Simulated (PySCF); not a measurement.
Estimate the missing entries of this data sheet.

Species: C₄H₅FO.
SMILES: `O=C(F)C1CC1`

Conformer (atom-mapped SMILES and torsion angles): `[O:1]=[C:2]([F:3])[CH:4]1[CH2:5][CH2:6]1`: O1–C2–C4–C5 34°.

```json
{"property": "point group", "level": "PBE0-D3(BJ)/def2-SVP", "value": "?"}
{"property": "rotational constants A, B, C", "level": "PBE0-D3(BJ)/def2-SVP", "value": "?"}
{"property": "dipole moment", "level": "PBE0/def2-SVPD", "value": "3.38 D"}
{"property": "HOMO energy", "level": "PBE0/def2-SVPD", "value": "-9.02 eV"}
{"property": "LUMO energy", "level": "PBE0/def2-SVPD", "value": "?"}
{"property": "lowest singlet excitation", "level": "TDDFT PBE0/def2-SVPD", "value": "?"}
{"property": "strongest line among the 6 lowest singlet transitions", "level": "TDDFT PBE0/def2-SVPD", "value": "S3 at 7.64 eV (162 nm, f = 0.240)"}
{"property": "static isotropic polarisability", "level": "PBE0/def2-SVPD", "value": "49.0 au"}
{"property": "electronic spatial extent ⟨r²⟩ about the centre of nuclear charge", "level": "PBE0/def2-SVPD", "value": "539 bohr²"}
```

Gas-phase values; electronic properties from PySCF, density fitting. Geometry: PBE0-D3(BJ)/def2-SVP, one conformer, isolated molecule.

(1) The rotational constants A, B, C?

(2) What is the LUMO energy?

(3) The lowest singlet excitation?

(4) Give the point group.

Answers

(1) 7.600, 2.691, 2.348 GHz.

(2) -0.53 eV.

(3) 6.13 eV (202 nm, f = 0.000).

(4) Cs.

The polarisability is 7.25 Å³ as a volume (1 au = 0.148185 Å³), or 1.06 au for each of the 46 electrons. A dipole of 3.38 D is allowed in Cs, and pure rotational transitions are dipole-allowed. With B = h/(8π²I), that is 505.379 GHz u Å² over I, the principal moments of inertia are 66.5, 187.8 and 215.2 u Å² (most abundant isotopes); the inertial defect Ic − Ia − Ib is -39.1 u Å² (zero for a rigid planar frame, negative otherwise). The principal polarisabilities are 42.9, 47.9 and 56.1 au; their mean is the isotropic value.
